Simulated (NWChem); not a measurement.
**quartet CH3: levels of theory compared**

Aim: a comparison of 4 runs (UHF/cc-pVTZ, UMP2/cc-pVTZ, UCCSD/cc-pVTZ, UCCSD(T)/cc-pVTZ) of quartet CH3. 

The results are computed with NWChem 7.3.0.

## 1. The molecule

CH3 has 4 atoms, charge 0, and is taken as a quartet. SMILES of the parent species: `[CH3]`. Geometry: relaxed at PBE0-D4/def2-TZVP. That shape belongs to the parent species and isn't relaxed for this state.

Bond lengths: C1–H2 1.080 Å, C1–H3 1.080 Å, C1–H4 1.080 Å. Angles: H2–C1–H3 120.0°, H2–C1–H4 120.0°, H3–C1–H4 120.0°.

## 2. A single-point energy at UHF/cc-pVTZ (run 1)

Contents of run.nw:

```
start run
title "CH3 hf"
memory 2200 mb

geometry units angstroms noautosym nocenter noautoz
 C        0.000000       0.000000       0.000000
 H        0.091200       0.901900       0.587200
 H       -0.883200      -0.167600      -0.598700
 H        0.792000      -0.734300       0.011400
end

basis spherical bse
 * library cc-pVTZ
end

scf
 quartet
 uhf
 thresh 1e-08
 maxiter 80
 print medium
end

task scf
```

Launch:

```bash
$ nwchem run.nw > run.out
```

The program printed:

```text
[...]
  functions       =    72
[...]
  wavefunction    = UHF
[...]
         Total SCF energy =    -39.184873227538
      One electron energy =    -70.243691752046
      Two electron energy =     21.391232445857
 Nuclear repulsion energy =      9.667586078650
                       Sz =      1.5000
                 Sz(Sz+1) =      3.7500
                      S^2 =      3.7589
[...]
```

It took 15 s on 1 thread of Intel Xeon Platinum 8488C (Sapphire Rapids), shared host; peak memory 0.1 GiB.

## 3. The energy at UMP2/cc-pVTZ (run 2)

Contents of run.py:

```python
from ase import Atoms
from ase.calculators.nwchem import NWChem

molecule = Atoms(['C', 'H', 'H', 'H'], positions=[
    [-0.000000, -0.000000, 0.000000],
    [0.091200, 0.901900, 0.587200],
    [-0.883200, -0.167600, -0.598700],
    [0.792000, -0.734300, 0.011400],
])

calc = NWChem(
    label='geom',
    theory='mp2',
    memory='2200 mb',
    basis='cc-pVTZ',
    basispar='spherical bse',
    scf={'nopen': '3', 'uhf': None, 'thresh': '1e-08', 'maxiter': '80'},
    mp2={'freeze': 'core 1', 'tight': None},
    task='energy',
)
molecule.calc = calc

e = molecule.get_potential_energy()
print(f"E = {e:.6f} eV")
```

Launch:

```bash
$ export ASE_NWCHEM_COMMAND="nwchem PREFIX.nwi > PREFIX.nwo"
$ python run.py
```

The program printed:

```text
E = -1069.903607 eV
```

The calculator wrote geom.nwi:

```
title "geom"

permanent_dir geom

scratch_dir geom

start geom

geometry units angstrom nocenter noautosym noautoz
  C  -0.0000000000000000e+00 -0.0000000000000000e+00 0.0000000000000000e+00
  H  9.1200000000000003e-02 9.0190000000000003e-01 5.8720000000000006e-01
  H  -8.8319999999999999e-01 -1.6760000000000000e-01 -5.9870000000000001e-01
  H  7.9200000000000004e-01 -7.3429999999999995e-01 1.1400000000000000e-02
end

memory 2200 mb

basis spherical bse noprint
   * library cc-pVTZ
end

scf
  nopen 3
  uhf
  thresh 1e-08
  maxiter 80
end
mp2
  freeze core 1
  tight
end

task mp2 energy
```

geom.nwo:

```text
Northwest Computational Chemistry Package (NWChem) 7.3.0
             --------------------------------------------------------

           Job information
           ---------------

    nwchem branch   = 7.3.0
    use scalapack   = T
    input           = geom.nwi
    prefix          = geom.
    data base       = geom/geom.db
    status          = startup
    nproc           =        1

           Memory information
           ------------------

[... 5 lines left out ...]
    hardfail = no
[... 36 lines left out ...]
            Nuclear Dipole moment (a.u.)
[... 74 lines left out ...]
 2-e energy   =      21.307647
[... 17 lines left out ...]
  ga_iter_lsolve: convergence stagnant ... aborting solve
[... 13 lines left out ...]
      One electron energy =    -70.243691752056
[... 9 lines left out ...]
          Final alpha eigenvalues
[... 161 lines left out ...]
                     UHF Final Beta Molecular Orbital Analysis
[... 229 lines left out ...]
          ---------------------------------------------------
                    Spin Component Scaled (SCS) MP2
          Same spin pairs                     -0.032862765750
          Same spin scaling factor             0.333333333333
          Opposite spin pairs                 -0.100496683963
          Opposite spin scaling fact.          1.200000000000
          SCS-MP2 correlation energy          -0.131550276006
          Total SCS-MP2 energy               -39.316423503542
          ---------------------------------------------------

 -----------------------
 Task  times  cpu:       15.3s     wall:       15.3s
 Total times  cpu:       15.3s     wall:       15.3s
```

It took 17 s on 1 thread of Intel Xeon Platinum 8488C (Sapphire Rapids), shared host; peak memory 0.13 GiB.

## 4. The energy at UCCSD/cc-pVTZ (run 3)

Contents of ch3.nw:

```
start ch3
memory 2200 mb
charge 0

geometry units angstrom noautosym nocenter noautoz
   C      0.000000     0.000000     0.000000
   H      0.091200     0.901900     0.587200
   H     -0.883200    -0.167600    -0.598700
   H      0.792000    -0.734300     0.011400
end

basis spherical bse
   * library cc-pVTZ
end

scf
   nopen 3
   uhf
   thresh 1e-08
   maxiter 80
   noprint "final vectors analysis"
end

tce
   scf
   ccsd
   freeze core 1
   maxiter 60
end

task tce energy
```

Launch:

```bash
$ nwchem ch3.nw > ch3.out
```

The program printed:

```text
[...]
  functions       =    72
[...]
  wavefunction    = UHF
[...]
         Total SCF energy =    -39.184873227538
      One electron energy =    -70.243691752046
      Two electron energy =     21.391232445857
 Nuclear repulsion energy =      9.667586078650
                       Sz =      1.5000
                 Sz(Sz+1) =      3.7500
                      S^2 =      3.7589
[...]
         Wavefunction type : Unrestricted Hartree-Fock
          No. of electrons :     9
[...]
         Spin multiplicity : quartet
[...]
 CCSD total energy / hartree       =       -39.342514722968247
[...]
```

Run time: 35 s. Hardware: 1 thread of Intel Xeon Platinum 8488C (Sapphire Rapids), shared host; peak memory 0.9 GiB.

## 5. The energy at UCCSD(T)/cc-pVTZ (run 4)

Contents of run.py:

```python
from ase import Atoms
from ase.calculators.nwchem import NWChem

atoms = Atoms(['C', 'H', 'H', 'H'], positions=[
    [-0.000000, -0.000000, 0.000000],
    [0.091200, 0.901900, 0.587200],
    [-0.883200, -0.167600, -0.598700],
    [0.792000, -0.734300, 0.011400],
])

calc = NWChem(
    label='mol',
    theory='tce',
    memory='2200 mb',
    basis='cc-pVTZ',
    basispar='spherical bse',
    scf={'nopen': '3', 'uhf': None, 'thresh': '1e-08', 'maxiter': '80'},
    tce={'scf': None, 'ccsd(t)': None, 'freeze': 'core 1', 'maxiter': '60'},
    task='energy',
)
atoms.calc = calc

print(f"energy = {atoms.get_potential_energy():.6f} eV")
```

Launch:

```bash
$ export ASE_NWCHEM_COMMAND="nwchem PREFIX.nwi > PREFIX.nwo"
$ python run.py
```

The program printed:

```text
energy = -1070.726488 eV
```

The calculator wrote mol.nwi:

```
title "mol"

permanent_dir mol

scratch_dir mol

start mol

geometry units angstrom nocenter noautosym noautoz
  C  -0.0000000000000000e+00 -0.0000000000000000e+00 0.0000000000000000e+00
  H  9.1200000000000003e-02 9.0190000000000003e-01 5.8720000000000006e-01
  H  -8.8319999999999999e-01 -1.6760000000000000e-01 -5.9870000000000001e-01
  H  7.9200000000000004e-01 -7.3429999999999995e-01 1.1400000000000000e-02
end

memory 2200 mb

basis spherical bse noprint
   * library cc-pVTZ
end

scf
  nopen 3
  uhf
  thresh 1e-08
  maxiter 80
end
tce
  scf
  ccsd(t)
  freeze core 1
  maxiter 60
end

task tce energy
```

mol.nwo:

```text
Northwest Computational Chemistry Package (NWChem) 7.3.0
             --------------------------------------------------------

           Job information
           ---------------

    nwchem branch   = 7.3.0
    use scalapack   = T
    input           = mol.nwi
    prefix          = mol.
    data base       = mol/mol.db
    status          = startup
    nproc           =        1

           Memory information
           ------------------

[... 5 lines left out ...]
    hardfail = no
[... 120 lines left out ...]
 Convergence threshold     :          1.000E-08
[... 22 lines left out ...]
      One electron energy =    -70.243691752056
[... 30 lines left out ...]
          Final beta eigenvalues
[... 495 lines left out ...]
 CCSD total energy / hartree       =       -39.342514722965923
[... 13 lines left out ...]
 CCSD[T]  correction energy / hartree =        -0.006174365646581
 CCSD[T] correlation energy / hartree =        -0.163815861076272
 CCSD[T] total energy / hartree       =       -39.348689088612502
 CCSD(T)  correction energy / hartree =        -0.005958253753921
 CCSD(T) correlation energy / hartree =        -0.163599749183612
 CCSD(T) total energy / hartree       =       -39.348472976719847

 Task  times  cpu:       38.4s     wall:       38.4s
 Total times  cpu:       38.4s     wall:       38.4s
```

Run time: 40 s. Hardware: 1 thread of Intel Xeon Platinum 8488C (Sapphire Rapids), shared host; peak memory 0.9 GiB.

## 6. Overview of the runs

| run | level | module | frozen core orbitals | energy (Eh) | HOMO energy (eV) | ⟨S²⟩ | wall time |
| --- | --- | --- | --- | --- | --- | --- | --- |
| 1 | UHF/cc-pVTZ | scf | – | -39.184873 | -3.64 | 3.759 | 15 s |
| 2 | UMP2/cc-pVTZ | mp2 | 1 | -39.318233 | -3.64 | 3.759 | 17 s |
| 3 | UCCSD/cc-pVTZ | tce | 1 | -39.342515 | – | 3.759 | 35 s |
| 4 | UCCSD(T)/cc-pVTZ | tce | 1 | -39.348473 | -3.64 | 3.759 | 40 s |

## 7. Results

| quantity | value |
| --- | --- |
| run 4: total energy | -39.34847 Eh |
| run 4: HOMO energy (Hartree–Fock orbitals) (highest over α and β) | -3.64 eV |
| run 4: correlation energy (1 core orbital frozen) | -163.6 mEh |
| run 4: (T) correction | -5.96 mEh |
| run 4: ⟨S²⟩ of the reference determinant | 3.759 |

**Reading.** Below the UHF energy at the same shape and in the same basis (cc-pVTZ): UMP2 -133.4 mEh; UCCSD -157.6 mEh; UCCSD(T) -163.6 mEh. All runs together took 1.8 min, the longest 40 s.
